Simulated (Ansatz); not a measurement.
**Cost against result**

Saddle point of C2H7Al, closed shell (C₂H₄ (C=C) + AlH₃ → C₂H₇Al ([CH3][CH2][AlH2]); bonds formed: Al1–C5, H2–C6; bonds broken: Al1–H2), PBE0-D4/def2-TZVP structure:

Al1  (-0.180, -0.999, 0.771)
H2  (0.843, -1.256, -0.512)
H3  (-1.555, -1.738, 0.505)
H4  (0.665, -0.901, 2.107)
C5  (-0.409, 1.009, 0.039)
C6  (0.468, 0.427, -0.870)
H7  (-0.023, 1.647, 0.823)
H8  (-1.458, 1.106, -0.214)
H9  (1.532, 0.620, -0.812)
H10  (0.116, 0.086, -1.836)
(Å)

Barriers are electronic and count from the start structure reached by relaxing down the imaginary mode.

Program: Ansatz 0.2.0. Basis: as named in each row. Cores are frozen in the correlated methods. B3LYP uses VWN-RPA correlation. Extrapolation: Hartree–Fock as exp(−7.88 √X), correlation as X^−2.97.

Times are rough, for one single point on 2 threads of a shared host (Arm Neoverse V1).

The estimate by CCSD(T) at an estimated basis limit (MP2 extrapolated from triple and quadruple zeta, plus CCSD(T) − MP2 in triple zeta) is 11.65 kcal/mol.

```json
{"method": "HF", "basis": "STO-3G", "time (s)": "under 1", "barrier (kcal/mol)": "19.08", "method less estimate": "7.43"}
{"method": "PBE-D4", "basis": "STO-3G", "time (s)": "under 1", "barrier (kcal/mol)": "1.82", "method less estimate": "-9.83"}
{"method": "SPW92", "basis": "def2-SVP", "time (s)": "under 1", "barrier (kcal/mol)": "0.37", "method less estimate": "-11.29"}
{"method": "B3LYP-D4", "basis": "6-31G", "time (s)": "under 1", "barrier (kcal/mol)": "13.28", "method less estimate": "1.63"}
{"method": "PBE-D4", "basis": "def2-SVP", "time (s)": "under 1", "barrier (kcal/mol)": "4.86", "method less estimate": "-6.79"}
{"method": "PBE0-D4", "basis": "def2-SVP", "time (s)": "1", "barrier (kcal/mol)": "6.58", "method less estimate": "-5.07"}
{"method": "SPW92", "basis": "def2-TZVPP", "time (s)": "1", "barrier (kcal/mol)": "1.10", "method less estimate": "-10.55"}
{"method": "CCSD(T)", "basis": "def2-SVP", "time (s)": "2", "barrier (kcal/mol)": "12.40", "method less estimate": "0.74"}
{"method": "PBE-D4", "basis": "def2-TZVPP", "time (s)": "2", "barrier (kcal/mol)": "5.52", "method less estimate": "-6.13"}
{"method": "BLYP-D4", "basis": "def2-TZVPP", "time (s)": "2", "barrier (kcal/mol)": "9.46", "method less estimate": "-2.19"}
{"method": "BHLYP-D4", "basis": "def2-TZVPP", "time (s)": "2", "barrier (kcal/mol)": "12.77", "method less estimate": "1.12"}
{"method": "B3LYP-D4", "basis": "def2-TZVPP", "time (s)": "3", "barrier (kcal/mol)": "10.37", "method less estimate": "-1.28"}
{"method": "PBE0-D4", "basis": "def2-TZVPP", "time (s)": "3", "barrier (kcal/mol)": "7.25", "method less estimate": "-4.40"}
{"method": "CAM-B3LYP-D4", "basis": "def2-TZVPP", "time (s)": "3", "barrier (kcal/mol)": "10.93", "method less estimate": "-0.72"}
{"method": "r2SCAN0-D4", "basis": "def2-TZVPP", "time (s)": "4", "barrier (kcal/mol)": "7.67", "method less estimate": "-3.99"}
{"method": "r2SCAN-D4", "basis": "def2-TZVPP", "time (s)": "4", "barrier (kcal/mol)": "6.20", "method less estimate": "-5.46"}
{"method": "wB97M-V", "basis": "def2-SVP", "time (s)": "5", "barrier (kcal/mol)": "9.40", "method less estimate": "-2.25"}
{"method": "B2PLYP", "basis": "def2-TZVPP", "time (s)": "5", "barrier (kcal/mol)": "10.77", "method less estimate": "-0.89"}
{"method": "PBE-QIDH", "basis": "def2-TZVPP", "time (s)": "5", "barrier (kcal/mol)": "9.17", "method less estimate": "-2.48"}
{"method": "RPA on PBE", "basis": "def2-TZVPP", "time (s)": "5", "barrier (kcal/mol)": "11.12", "method less estimate": "-0.53"}
{"method": "wB97X-V", "basis": "def2-TZVPP", "time (s)": "8", "barrier (kcal/mol)": "10.68", "method less estimate": "-0.97"}
{"method": "wB97M-V", "basis": "def2-TZVPP", "time (s)": "9", "barrier (kcal/mol)": "10.63", "method less estimate": "-1.02"}
{"method": "B97M-V", "basis": "def2-TZVPP", "time (s)": "11", "barrier (kcal/mol)": "8.76", "method less estimate": "-2.89"}
{"method": "MP2", "basis": "def2-QZVPP", "time (s)": "19", "barrier (kcal/mol)": "11.28", "method less estimate": "-0.37"}
{"method": "CCSD(T)", "basis": "def2-TZVPP", "time (s)": "42", "barrier (kcal/mol)": "11.83", "method less estimate": "0.18"}
```

All methods are single points on the PBE0-D4 structures.

The T1 diagnostic stays at or below 0.016.

Labels in which every atom is bracketed show which atoms are joined, not bond orders.
